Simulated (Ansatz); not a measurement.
## BMg: vertical and adiabatic energies of changing the electron count

Computed with Ansatz's Python interface.

`bmg_adiabatic.py`:
```python
import itertools

import ansatz as az
from ase.data import atomic_numbers, covalent_radii
import numpy as np

GEOMETRY = """
Mg    0.00000    0.00000    0.00000
B     0.00000    0.00000    2.17000
"""

geometry = az.Crystal.molecule()
for line in GEOMETRY.strip().splitlines():
    symbol, *xyz = line.split()
    geometry = geometry.atom(symbol, [float(v) for v in xyz])

model = geometry.calculation().basis(gaussian="def2-SVP").functional("cam_b3lyp").spin("collinear", total=1)
symbols = [site.symbol for site in geometry.cartesian_sites]
start = np.array([site.position_ang for site in geometry.cartesian_sites], dtype=float)
report = model.relax(force_tolerance=0.01, max_steps=100).run(threads=1).report
end = np.array(report["positions_ang"])

minimum = az.Crystal.molecule()
for symbol, place in zip(symbols, end):
    minimum = minimum.atom(symbol, place.tolist())
ion = minimum.calculation()
ion = ion.basis(gaussian="def2-SVP")
ion = ion.functional("cam_b3lyp")
ion = ion.charge(1)
vertical = ion.run(threads=1).report
settled = ion.relax(force_tolerance=0.01, max_steps=80).run(threads=1).report
print(f"vertical ionisation energy   {vertical['free_energy_ev'] - report['free_energy_ev']:.3f} eV")
print(f"adiabatic, no zero point     {settled['free_energy_ev'] - report['free_energy_ev']:.3f} eV")
print(f"relaxation energy of the ion {vertical['free_energy_ev'] - settled['free_energy_ev']:.3f} eV")
ionised = np.array(settled["positions_ang"])
radius = [covalent_radii[atomic_numbers[s]] for s in symbols]
span = lambda where, i, j: np.linalg.norm(where[i] - where[j])
bonded = [(i, j) for i, j in itertools.combinations(range(len(symbols)), 2) if min(span(end, i, j), span(ionised, i, j)) < 1.2 * (radius[i] + radius[j])]
print("pair        before    after (A)")
for i, j in bonded:
    print(f"{symbols[i]}{i}-{symbols[j]}{j}".ljust(10), f"{span(end, i, j):8.4f} {span(ionised, i, j):8.4f}")
```

```console
$ python bmg_adiabatic.py
vertical ionisation energy   6.835 eV
adiabatic, no zero point     6.777 eV
relaxation energy of the ion 0.058 eV
pair        before    after (A)
Mg0-B1       2.3785   2.5481
```

Reading the output:
- The energies are electronic: no zero-point or thermal terms, and the basis set is short of its limit. The product may relax into another structure. Each relaxation finds its nearest minimum, which needn't be the lowest.
- The run takes the species as open-shell (spin multiplicity 2), which needn't be its ground state.
- The expectation value of S² is noticeably off S(S+1) in at least one run, so that state is spin-contaminated.
- Only the spin states typed were run; another state of an ion can lie lower, by up to an eV or two.
- The spin state was assumed, and another may lie lower.
- The whole script took 16 s on 1 thread of Arm Neoverse V1, with other jobs on the host, peak memory 0.17 GiB.
